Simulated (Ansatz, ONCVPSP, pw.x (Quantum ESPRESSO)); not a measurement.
Which W potential is closest to all-electron in the bcc crystal?

All use PBE, scalar-relativistic, no spin, cutoffs from each file’s atomic test, pw.x 7.5; 14³ k-points, Fermi–Dirac smearing 0.01 Ry. Δ is the rms difference from all-electron LAPW of the E(V) curves that follow from fits to the pressures, over ±6 % in volume. Mesh and smearing are coarse and serve the comparison alone. The files are a selection: those with a ghost or negative overlap were mostly not run, and those with noisy or unconverged pressures or nearly equal Δ are left out.

All-electron: a0 = 3.184 Å (V0 = 16.15 Å³/atom), B0 = 300.6 GPa.

Problem. Rank them by Δ, smallest first.
A. optimised norm-conserving Vanderbilt (ONCV), ONCVPSP 4.0.1.1 (patched build), PBE; core [Xe] 4f14, reference 5d4 6s2; waves: 6s: rc 2.85 bohr, ncon 4, nbas 7, qcut 2.4 1/bohr, 2 projectors, debl 3.3 Ha; p scattering state at 0.13 Ha: rc 2.45 bohr, ncon 4, nbas 7, qcut 2.9 1/bohr, 2 projectors, debl 2.7 Ha; 5d: rc 2.80 bohr, ncon 4, nbas 9, qcut 5 1/bohr, 2 projectors, debl 1.7 Ha; local part: polynomial inside 1.65 bohr (lpopt 5, dvloc0 2 Ha); core correction: Teter function, fcfact 4, rcfact 1.05.
B. optimised norm-conserving Vanderbilt (ONCV), ONCVPSP 4.0.1.1 (patched build), PBE; core [Kr] 4d10 4f14, reference 5s2 5p6 5d4 6s2; waves: 5s+6s: rc 1.50 bohr, ncon 4, nbas 8, qcut 6.7 1/bohr, 2 projectors; 5p: rc 1.50 bohr, ncon 4, nbas 7, qcut 8 1/bohr, 3 projectors, debl 2.5 Ha; 5d: rc 2.65 bohr, ncon 3, nbas 7, qcut 5.7 1/bohr, 2 projectors, debl 1.7 Ha; local part: polynomial inside 1.20 bohr (lpopt 3, dvloc0 4 Ha); core correction: Teter function, fcfact 4, rcfact 1.75.
C. optimised norm-conserving Vanderbilt (ONCV), ONCVPSP 4.0.1.1 (patched build), PBE; core [Kr] 4d10 4f14, reference 5s2 5p6 5d4 6s2; waves: 5s+6s: rc 1.40 bohr, ncon 4, nbas 8, qcut 7.5 1/bohr, 2 projectors; 5p: rc 1.75 bohr, ncon 4, nbas 7, qcut 6.7 1/bohr, 2 projectors, debl 3.4 Ha; 5d: rc 1.85 bohr, ncon 3, nbas 8, qcut 4.8 1/bohr, 2 projectors, debl 2.8 Ha; local part: polynomial inside 1.30 bohr (lpopt 5, dvloc0 -1 Ha); core correction: Teter function, fcfact 3, rcfact 1.5.

Solution. B (10.9 meV/atom), C (17.0 meV/atom), A (26.9 meV/atom).
